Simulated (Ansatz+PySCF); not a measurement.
A calculation with Ansatz (development build ahead of 0.2.0).

```yaml
crystal:
  periodic: [false, false, false]
  atoms:
    - { symbol: C, position_ang: [0.0, 0.0, -1.45039] }
    - { symbol: O, position_ang: [0.0, 0.0, 1.08779] }
basis:
  gaussian: { orbitals: STO-3G }
hamiltonian:
  xc: pbe0
output:
  forces: true
```

The input is written out in the form of the current development build from the run's settings.

Results

```
Converged                       : yes
Total energy                    : -111.11920 hartree
Spin squared of the determinant : 0.000
Stability test                  : minimum among restricted orbitals
```

Forces (eV/Å):
| atom | Fx | Fy | Fz |
| --- | --- | --- | --- |
| C1 | 0.000 | 0.000 | 5.340 |
| O2 | 0.000 | 0.000 | -5.340 |

Caution: an unrestricted determinant lies well below.
